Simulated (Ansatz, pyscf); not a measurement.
O=AlH + ammonia (NH₃) → H₂N–AlH–OH, an addition across a multiple bond or ene-type step on the singlet surface: H–N broken, Al–N, H–O formed. Single points on ωB97X-D3(BJ)/def2-SVP structures (PySCF, gas phase). Wave-function energies: Ansatz (an electronic-structure program), frozen core, RHF or UHF references. In kcal/mol, from the separated reactants.

Cost: rough CPU time of the saddle's run relative to CCSD(T)/cc-pV(D+d)Z, from one job on a shared machine, with the HF step and its search for lower states.

```tsv
level	barrier	reaction energy	cost
r²SCAN/def2-TZVP	-27.87	-76.93	–
PBE0-D3(BJ)/def2-TZVP	-28.45	-78.42	–
CCSD(T)/cc-pV(D+d)Z	-21.54	-72.09	1
CCSDT(Q)/cc-pV(D+d)Z	___	___	100
CCSD(T)/cc-pV(T+d)Z	-23.49	-76.03	10
CCSD(T)/cc-pV(Q+d)Z	___	-77.30	–
```

Question: What belongs in the gaps?

Answer: 
- CCSDT(Q)/cc-pV(D+d)Z, barrier: -21.07
- CCSDT(Q)/cc-pV(D+d)Z, reaction energy: -71.05
- CCSD(T)/cc-pV(Q+d)Z, barrier: -23.87

In cc-pV(D+d)Z, going from CCSD(T) to CCSDT(Q) shifts the barrier by +0.47 and the reaction energy by +1.04 kcal/mol. With HF in the quadruple-zeta basis and the correlation energy extrapolated as X⁻³ from X = 3, 4, CCSD(T) gives -24.36 and -77.90; adding the double-zeta shift gives ΔE‡ = -23.89 and ΔE = -76.86 kcal/mol, without core correlation, relativity or geometry relaxation at these levels. On the reactant side the descent ends in an adduct with a Al–N contact, 32.68 kcal/mol under the separated species and 5.49 kcal/mol under the saddle at ωB97X-D3(BJ)/def2-TZVP. At r²SCAN, PBE0-D3(BJ) the saddle lies under the separated reactants, which points to a path from their complex (located at ωB97X-D3(BJ) alone). What is counted as formed (Al–N) is already present as a longer contact in the reactant adduct; forming that adduct is a step of its own. At ωB97X-D3(BJ)/def2-TZVP the barrier from the zero used here is -27.19 kcal/mol. O=AlH lies 43.91 kcal/mol over its isomer HO–Al [singlet] (electronic energy, ωB97M-D3(BJ)/def2-TZVP). One saddle was located; it need not be the lowest between these sides. The largest closed-shell T1 diagnostic is 0.031, which may signal static correlation.
